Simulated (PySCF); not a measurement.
The vertical singlet excitations below were computed for one of the candidates. Computed with TDDFT CAM-B3LYP/def2-SVPD, vertical, gas phase, core orbitals frozen in the response in PySCF 2.14.0, density-fitted response routines. Geometries: GFN2-xTB, one conformer each.

| state | E (eV) | λ (nm) | f |
| --- | --- | --- | --- |
| S1 | 7.39 | 167.7 | 0.021 |
| S2 | 7.69 | 161.3 | 0.429 |
| S3 | 8.13 | 152.5 | 0.012 |
| S4 | 8.31 | 149.2 | 0.0003 |
| S5 | 8.52 | 145.6 | 0.020 |
| S6 | 9.22 | 134.4 | 0.0032 |
| S7 | 9.41 | 131.8 | 0.015 |
| S8 | 9.44 | 131.4 | 0.0010 |

Triplets computed (Tamm–Dancoff): 4.52, 7.24, 7.82 eV.

Orbital energies (eV): HOMO-3 -12.40, HOMO-2 -11.76, HOMO-1 -11.24, HOMO -9.14, LUMO 1.29, LUMO+1 1.46, LUMO+2 2.08.

**Question.** Which structure fits?
A. `C=P(C)(C)C`
B. `C=CCF`
C. `ClC=C(Cl)Cl`
D. `C#CC(=O)O`
E. `NC1CC1`

**Answer.** B. Its S1, at 7.39 eV, is the highest among the candidates; the nearest of the others has S1 at 6.10 eV. S1 is HOMO→LUMO+1 (92%). Löwdin shares by element: HOMO carbon 82% (atoms not listed hold the other 18%); LUMO carbon 69% or more, hydrogen 14% or more (atoms not listed hold the other 17%). At the same level the other candidates give, for their lowest levels:
- `C=P(C)(C)C`: 4.80 eV (f 0.078); 5.59 eV (f 0.001); 5.96 eV (f 0.075); 6.20 eV (f 0.091); 6.32 eV (f 0.001); T1 4.41 eV; HOMO -6.41, LUMO 1.01 eV
- `NC1CC1`: 6.10 eV (f 0.021); 6.87 eV (f 0.006); 7.16 eV (f 0.004); 7.40 eV (f 0.005); 8.09 eV (f 0.022); T1 5.84 eV; HOMO -7.88, LUMO 1.53 eV
- `ClC=C(Cl)Cl`: 5.92 eV (f 0.000); 6.17 eV (f 0.352); 6.22 eV (f 0.000); 7.02 eV (f 0.004); 7.02 eV (f 0.002); T1 3.74 eV; HOMO -8.78, LUMO 0.14 eV
- `C#CC(=O)O`: 4.97 eV (f 0.000); 5.85 eV (f 0.000); 6.17 eV (f 0.070); 7.06 eV (f 0.000); 7.56 eV (f 0.048); T1 4.55 eV; HOMO -9.99, LUMO -0.50 eV

Shape of the structure used: `[CH2:1]=[CH:2][CH2:3][F:4]`: C1–C2–C3–F4 0°.
